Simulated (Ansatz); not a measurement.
`NCSCO` + H–F → `NCSCF` + H₂O  (substitution at a C–O bond)

Computed with Ansatz on PBE0-D4/def2-TZVP structures; ΔE is electronic, products minus reactants. CBS: MP2 limit from def2 TZ/QZ plus the TZ coupled-cluster correction, frozen cores. This one scheme is used for every species. Functionals use def2-TZVPP. B3LYP here is the variant with VWN-RPA as its local correlation; programs differ in this. One conformer a species, not always the lowest.

Task: Is it downhill or uphill in electronic energy at CCSD(T)/CBS, and by how much? (An estimate is asked.)

Result: Ansatz gave: Uphill: ΔE = +14.3 kJ/mol.

Task: What do these levels give: PBE0-D4, B3LYP-D4, ωB97X-V, PBE, PBE0, B3LYP, HF/def2-TZVPP, MP2/def2-TZVPP, SCS-MP2/def2-TZVPP, MP2/def2-QZVPP, SCS-MP2/def2-QZVPP, HF/CBS(def2)? (Best estimate.)

Result: The calculation gave: PBE0-D4 14.5, B3LYP-D4 10.5, ωB97X-V 8.9, PBE 12.0, PBE0 12.8, B3LYP 7.2, HF/def2-TZVPP 4.3, MP2/def2-TZVPP 18.7, SCS-MP2/def2-TZVPP 14.4, MP2/def2-QZVPP 18.3, SCS-MP2/def2-QZVPP 14.2, HF/CBS(def2) 3.6 kJ/mol.

Largest T1 diagnostic among the species: 0.011.

The D4 term adds +3.2 kJ/mol with B3LYP and +1.7 kJ/mol with PBE0; it sums over pairs of atoms, weighted by their polarisabilities, and B3LYP, whose exchange is more repulsive, gets the larger term. In def2-TZVPP, CCSD(T) changes the Hartree–Fock value by +10.4 kJ/mol (the triples alone add +1.8 kJ/mol) and MP2 by +14.4 kJ/mol.
